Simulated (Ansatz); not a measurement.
System: chalcopyrite CdGeAs2. Method: revPBE (PAW; Ansatz, a program for electronic structure).

Run with plane-wave cutoff 520 eV, 8×8×8 k mesh, Fermi–Dirac smearing 0.01 eV, scalar-relativistic PAW data made under PBE.

Energies at three volumes about the minimum:

```tsv
V (Å³/atom)	E − E_lowest (meV/atom)
26.364	1.71
26.902	0.00
27.440	1.55
```

Task: Fit a parabola by hand: where is the minimum, and what is the bulk modulus?

Result: Slopes: (0.00 − 1.71)/(26.902 − 26.364) = -3.178 and (1.55 − 0.00)/(27.440 − 26.902) = 2.881 meV/Å³. Curvature E″ = 2 × (2.881 − (-3.178))/(27.440 − 26.364) = 11.262 meV/Å⁶. From the middle of the first interval, the slope vanishes at V0 = 26.6330 − (-3.178)/11.262 = 26.915 Å³/atom. B = V0 E″ = 26.915 × 11.262 meV/Å³ × 0.1602 GPa per meV/Å³ = 48.6 GPa. The full Birch–Murnaghan fit to all volumes gives V0 = 26.906 Å³/atom and B0 = 48.5 GPa.

Shape and atoms are relaxed at each volume.

Measured, for comparison: bulk modulus 69.9 GPa (temperature not stated, no zero-point or thermal correction; as tabulated in Toher et al. (2017), arXiv:1611.05714). Computed less measured: bulk modulus -31 %.

Note: this level leaves the solid without a gap, although one is measured.
